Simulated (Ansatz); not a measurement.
`PBS` + dimethylamine → `CN(C)P` + `BS` at 700 K and 1 bar (cleavage of the P–B bond).

Calculated with Ansatz (gas phase, PBE0-D4/def2-TZVP geometries, no zero-point term in ΔE). CCSD(T)/CBS is the MP2 limit (def2-TZVPP, def2-QZVPP) plus CCSD(T) − MP2 in def2-TZVPP, frozen cores. This one scheme is used for every species. One conformer a species, not always the lowest.

```csv
species,CCSD(T)/CBS energy (Eh),H − E (kJ/mol),S (J/(mol·K))
`PBS`,-765.92930,160.9,376.5
`CNC`,-135.00321,296.9,352.4
`CN(C)P`,-476.53702,335.7,425.9
`BS`,-424.38198,115.9,297.3
```

H − E and S are ideal-gas, rigid-rotor, harmonic terms from PBE0-D4/def2-TZVP, for one conformer and one mirror image of each species. 1 Eh = 2625.50 kJ/mol, R = 8.31446 J/(mol·K).

Q: By hand: ΔE, ΔH, ΔS and ΔG.

A: ΔE = (-476.53702) + (-424.38198) − (-765.92930) − (-135.00321) = 0.01351 Eh = 35.5 kJ/mol. Δ(H − E) = 335.7 + 115.9 − 160.9 − 296.9 = -6.2, so ΔH = 29.3 kJ/mol. ΔS = 425.9 + 297.3 − 376.5 − 352.4 = -5.7 J/(mol·K). ΔG = 29.3 − 700 × (-5.7)/1000 = 33.3 kJ/mol.

Q: By hand: the equilibrium constant, and the temperature at which ΔG would vanish if ΔH and ΔS stayed fixed.

A: log₁₀ K = −ΔG/(RT ln 10) = -2.5. ΔH and −TΔS have one sign here, so there is no such temperature.

The number of gas molecules stays the same, so ΔS is small and ΔH decides. A doubt of 5 kJ/mol in ΔE shifts log₁₀ K by 0.4 here. Other conformers and mirror images would add mixing entropy, several J/(mol·K) or more a flexible species. These are equilibria of isolated gas molecules and say nothing of rates. Largest T1 diagnostic: 0.016 (customary marks: 0.02 for closed shells, 0.045 for open ones).

ΔS is within the doubt of such terms, so its sign, and with it that verdict, could turn.
